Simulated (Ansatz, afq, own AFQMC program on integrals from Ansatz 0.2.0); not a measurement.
**SiGeH₅, doublet: AFQMC among the cluster methods**

```xyz
7

Ge   -0.9293    0.0141    0.0000
H    -1.4407    1.4607    0.0000
H    -1.4407   -0.7092    1.2528
H    -1.4407   -0.7092   -1.2528
H     0.8237    0.0141    0.0000
Si    2.4277    0.0141    0.0000
H     2.8241   -1.4654    0.0000
```

Basis cc-pVDZ. Noble-gas cores (and the filled d shells of Ga–Kr and In–Xe) are frozen. Integrals, coupled cluster, full CI and functionals: Ansatz 0.2.0; the random walks run on the same integrals in our own AFQMC program. The CISD trial takes its coefficients from CCSD amplitudes. Released means that phaseless walkers are propagated on without the constraint, phases kept. Uncertainties: one standard error, sampling alone. No spin–orbit coupling.

Determinant: UHF, the one that the program's search chose, which needn't be the lowest solution. The geometry is a point of a scan.

No full CI on the walks' own integrals is used here; CCSDT(Q) serves as the reference and is uncertain by about the last step of the cluster series.

Cautions: no relativity below Rb; no spin-orbit coupling; inner d shell frozen.

```
T1 diagnostic                               : 0.0194
weight of the determinant in the CISD state : 0.848
⟨S²⟩ of the determinant                     : 0.770
size of the correlated space                : 13 electrons in 51 orbitals
```

| level | correlation energy (eV) |
| --- | --- |
| MP2 | -5.2141 |
| CCSD | -6.6075 |
| CCSD(T) | -6.7799 |

(1) Estimate where AFQMC with the constraint released lies against CCSD(T) on the same integrals.

(1) 52.1 ± 5.3 meV below CCSD(T).

Reference: CCSDT(Q), correlation energy -6.828 eV. The released energy is read at 2.40 1/Eh (meV from the phaseless value at times in 1/Eh: -7 ± 5 at 0.24, -9 ± 3 at 0.51, -12 ± 3 at 0.99, -15 ± 3 at 1.62, -15 ± 5 at 2.40).

| level | E − E(reference) (meV) | share of correlation (%) |
| --- | --- | --- |
| CCSD(T) | 48.6 | 99.29 |
| CCSDT | 7.9 | 99.88 |
| ph-AFQMC/CISD | 11.9 ± 4.1 | 99.83 |
| released AFQMC | -3.6 ± 5.3 | 100.05 |

A walk keeps the symmetry of its determinant, which the program's search chose and which needn't be the lowest solution, so a lower state of the same spin and another symmetry isn't excluded. Released energies are given only where the last usable release times agree within the noise; a slower fall can still hide under it.
